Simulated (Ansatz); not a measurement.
## Palladium, fcc: convergence with Methfessel-Paxton smearing

Computed with Ansatz, PBE, scalar-relativistic PAW, on the relaxed cell (a = 3.947 Å; spin not included). Errors count from a run at 420 eV on a Γ-centred 22×22×22 mesh with Fermi-Dirac smearing of 0.1 eV, extrapolated to zero width. Fixed here: cutoff 420 eV, mesh 14×14×14. The SCF starts from atomic densities corrected by a trained network.

```json
{"width (eV)": "0.01", "E(σ→0) error (meV/atom)": "13.6", "F error (meV/atom)": "13.6", "P (GPa)": "-0.46", "SCF iterations": "5"}
{"width (eV)": "0.03", "E(σ→0) error (meV/atom)": "13.7", "F error (meV/atom)": "13.7", "P (GPa)": "-0.46", "SCF iterations": "5"}
{"width (eV)": "0.1", "E(σ→0) error (meV/atom)": "13.6", "F error (meV/atom)": "13.1", "P (GPa)": "-0.39", "SCF iterations": "5"}
{"width (eV)": "0.2", "E(σ→0) error (meV/atom)": "12.4", "F error (meV/atom)": "9.9", "P (GPa)": "-0.35", "SCF iterations": "5"}
{"width (eV)": "0.3", "E(σ→0) error (meV/atom)": "9.1", "F error (meV/atom)": "3.6", "P (GPa)": "-0.27", "SCF iterations": "5"}
{"width (eV)": "0.6", "E(σ→0) error (meV/atom)": "-9.0", "F error (meV/atom)": "-20.7", "P (GPa)": "-0.30", "SCF iterations": "5"}
{"width (eV)": "1.0", "E(σ→0) error (meV/atom)": "-33.6", "F error (meV/atom)": "-46.5", "P (GPa)": "-0.71", "SCF iterations": "4"}
```
